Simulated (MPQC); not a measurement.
**CF (SMILES [C]F) at 5 levels**

Aim: a comparison of 5 runs (UHF/STO-3G, UPBE/STO-3G, UB3LYP/6-31G*, UPBE/def2-SVP, UPBE0/def2-SVP) of CF. 

The results are computed with MPQC 2.3.1.

8 further runs of the same task are left out: 5 that didn't finish, 3 set aside as unsound or not needed.

## 1. The molecule

CF has 2 atoms, charge 0, and is taken as a doublet. As SMILES, `[C]F`. The coordinates come from a GFN2-xTB relaxation.

Bond lengths: C1–F2 1.274 Å.

## 2. Energy and forces at UHF/STO-3G (run 1)

Contents of mol.in:

```
molecule<Molecule>: (
  symmetry = c1
  unit = angstrom
  { atoms geometry } = {
    C  [ 0.000000 0.000000 0.000000 ]
    F  [ 0.000000 0.000000 1.274400 ]
  }
)
basis<GaussianBasisSet>: (
  name = "STO-3G"
  molecule = $:molecule
  basisdir = "."
  puream = yes
)
mpqc: (
  checkpoint = no
  savestate = no
  restart = no
  do_energy = yes
  do_gradient = yes
  optimize = no
  mole<UHF>: (
    molecule = $:molecule
    basis = $:basis
    total_charge = 0
    multiplicity = 2
    memory = 1000000000
    print_evals = yes
    print_npa = yes
    maxiter = 120
    value_accuracy = 1e-08
    guess_wavefunction<UHF>: (
      molecule = $:molecule
      total_charge = 0
      multiplicity = 2
      memory = 1000000000
      value_accuracy = 1e-3
      basis<GaussianBasisSet>: (
        name = "STO-3G"
        molecule = $:molecule
      )
    )
  )
)
```

The basis set STO-3G is read from a file made from the Basis Set Exchange's data (not shown).

Command:

```console
$ mpqc mol.in > mol.out
```

Output:

```text
MPQC: Massively Parallel Quantum Chemistry
[...]
  <S^2>      = 0.753315
  total scf energy = -135.3043550275
[...]
Value of the MolecularEnergy: -135.3043550275
  Gradient of the MolecularEnergy:
      1   -0.0000000246
      2   -0.0000000813
      3    0.0245719125
      4    0.0000000246
      5    0.0000000813
      6   -0.0245719125
  Function Parameters:
    value_accuracy    = 3.264418e-09 (1.000000e-08) (computed)
    gradient_accuracy = 3.264418e-07 (1.000000e-06) (computed)
    hessian_accuracy  = 0.000000e+00 (1.000000e-04)
[...]
      symmetry = c1
[...]
      nbasis = 10
[...]
    nalpha = 8
    nbeta = 7
[...]
```

Wall time 0.08 s (1 thread of Arm Neoverse V2, shared host).

## 3. Energy and forces at UPBE/STO-3G (run 2)

Contents of mol.in:

```
% CF
molecule<Molecule>: (
   symmetry = c1
   unit = angstrom
   { atoms geometry } = {
      C  [ 0.000000       0.000000       0.000000 ]
      F  [ 0.000000       0.000000       1.274400 ]
   }
)
basis<GaussianBasisSet>: (
   name = "STO-3G"
   molecule = $:molecule
   basisdir = "."
   puream = yes
)
mpqc: (
   checkpoint = no
   savestate = no
   restart = no
   do_energy = yes
   do_gradient = yes
   optimize = no
   mole<UKS>: (
      molecule = $:molecule
      basis = $:basis
      total_charge = 0
      multiplicity = 2
      memory = 1000000000
      print_evals = yes
      print_npa = yes
      maxiter = 120
      value_accuracy = 1e-08
      functional<StdDenFunctional>: ( name = "PBE" )
      integrator<RadialAngularIntegrator>: ( grid = xfine )
      guess_wavefunction<UHF>: (
         molecule = $:molecule
         total_charge = 0
         multiplicity = 2
         memory = 1000000000
         value_accuracy = 1e-3
         basis<GaussianBasisSet>: (
            name = "MINI (Huzinaga)"
            molecule = $:molecule
         )
      )
   )
)
```

The basis set STO-3G is read from a file made from the Basis Set Exchange's data (not shown).

Command:

```console
$ mpqc -o mol.out mol.in
```

Output:

```text
MPQC: Massively Parallel Quantum Chemistry
[...]
  Integrated electron density error = -0.000154275198
  iter     1 energy = -135.1589059111 delta = 7.21216e-01
  Integrated electron density error = -0.000361754507
  iter     2 energy = -135.6887740301 delta = 3.60703e-01
[...]
  Integrated electron density error = 0.000000856658
  iter    21 energy = -135.7154895647 delta = 5.73080e-08
  Integrated electron density error = 0.000000856658
  iter    22 energy = -135.7154895647 delta = 2.39172e-08
  Integrated electron density error = 0.000000856658
  iter    23 energy = -135.7154895647 delta = 1.25763e-08
[...]
  <S^2>      = 0.751120
  total scf energy = -135.7154895647
[...]
  Integrated electron density error = 0.000000856524
  Total Gradient:
[...]
Value of the MolecularEnergy: -135.7154895647
  Gradient of the MolecularEnergy:
      1    0.0000000050
      2    0.0000000037
      3    0.0773641741
      4   -0.0000000050
      5   -0.0000000037
      6   -0.0773641741
  Unrestricted Kohn-Sham (UKS) Parameters:
    Function Parameters:
      value_accuracy    = 6.831323e-09 (1.000000e-08) (computed)
      gradient_accuracy = 6.831323e-07 (1.000000e-06) (computed)
      hessian_accuracy  = 0.000000e+00 (1.000000e-04)
[...]
        symmetry = c1
[...]
        nbasis = 10
[...]
      nalpha = 8
      nbeta = 7
[...]
```

Run time: 1.8 s. Hardware: 1 thread of Arm Neoverse V2, shared host.

Runs 3 to 4 aren't shown in full; the table further down has their settings and results.

## 4. Energy and forces at UPBE0/def2-SVP (run 5)

Contents of mol.in:

```
molecule<Molecule>: (
  symmetry = c1
  unit = bohr
  { atoms geometry } = {
    C  [ 0.00000000 0.00000000 0.00000000 ]
    F  [ 0.00000000 0.00000000 2.40826697 ]
  }
)
basis<GaussianBasisSet>: (
  name = "def2-SVP"
  molecule = $:molecule
  basisdir = "."
  puream = yes
)
mpqc: (
  checkpoint = no
  savestate = no
  restart = no
  do_energy = yes
  do_gradient = yes
  optimize = no
  mole<UKS>: (
    molecule = $:molecule
    basis = $:basis
    total_charge = 0
    multiplicity = 2
    memory = 1000000000
    print_evals = yes
    print_npa = yes
    maxiter = 120
    value_accuracy = 1e-08
    functional<SumDenFunctional>: (
      a0 = 0.25
      coefs = [ 0.75 1 ]
      funcs: [ <PBEXFunctional>: () <PBECFunctional>: () ]
    )
    integrator<RadialAngularIntegrator>: ( grid = xfine )
    guess_wavefunction<UHF>: (
      molecule = $:molecule
      total_charge = 0
      multiplicity = 2
      memory = 1000000000
      value_accuracy = 1e-3
      basis<GaussianBasisSet>: (
        name = "STO-3G"
        molecule = $:molecule
      )
    )
  )
)
```

The basis set def2-SVP is read from a file made from the Basis Set Exchange's data (not shown).

Command:

```console
$ mpqc mol.in > mol.out
```

Output:

```text
MPQC: Massively Parallel Quantum Chemistry
[...]
  Integrated electron density error = 0.000545230902
  iter     1 energy = -136.7884202933 delta = 2.11407e-01
  Integrated electron density error = 0.000314349032
  iter     2 energy = -137.0071625262 delta = 5.06421e-02
[...]
  Integrated electron density error = 0.000000710471
  iter    56 energy = -137.5275374243 delta = 1.42664e-08
  Integrated electron density error = 0.000000710471
  iter    57 energy = -137.5275374243 delta = 1.57397e-08
  Integrated electron density error = 0.000000710471
  iter    58 energy = -137.5275374243 delta = 2.52731e-08
[...]
  <S^2>      = 0.753247
  total scf energy = -137.5275374243
[...]
  Integrated electron density error = 0.000000709954
  Total Gradient:
[...]
Value of the MolecularEnergy: -137.5275374243
  Gradient of the MolecularEnergy:
      1    0.0000000360
      2    0.0000000058
      3   -0.0087717906
      4   -0.0000000360
      5   -0.0000000058
      6    0.0087717906
  Unrestricted Kohn-Sham (UKS) Parameters:
    Function Parameters:
      value_accuracy    = 9.776081e-09 (1.000000e-08) (computed)
      gradient_accuracy = 9.776081e-07 (1.000000e-06) (computed)
      hessian_accuracy  = 0.000000e+00 (1.000000e-04)
[...]
        symmetry = c1
[...]
        nbasis = 28
[...]
      nalpha = 8
      nbeta = 7
[...]
```

Run time: 11 s. Hardware: 1 thread of Arm Neoverse V2, shared host.

## 5. Overview of the runs

| run | level | starting guess | integration grid | energy (Eh) | ⟨S²⟩ | largest force (eV/Å) | wall time |
| --- | --- | --- | --- | --- | --- | --- | --- |
| 1 | UHF/STO-3G | STO-3G | – | -135.304355 | 0.753 | 1.264 | 0.08 s |
| 2 | UPBE/STO-3G | MINI (Huzinaga) | xfine | -135.715490 | 0.751 | 3.978 | 1.8 s |
| 3 | UB3LYP/6-31G* (spherical functions) | huckel STO-3G | xfine | -137.774203 | 0.753 | 0.581 | 3.3 s |
| 4 | UPBE/def2-SVP | huckel STO-3G | xfine | -137.527831 | 0.752 | 0.401 | 3.6 s |
| 5 | UPBE0/def2-SVP | STO-3G | xfine | -137.527537 | 0.753 | 0.451 | 11 s |

## 6. Outcome

| quantity | value |
| --- | --- |
| run 5: total energy | -137.52754 Eh |
| run 5: ⟨S²⟩ | 0.753 |
| run 5: largest force on an atom | 0.451 eV/Å |

Totals of different functionals can't be ranked against each other. In runs 1, 2 the basis is minimal, so the values are rough. All runs together took 19 s, the longest 11 s.
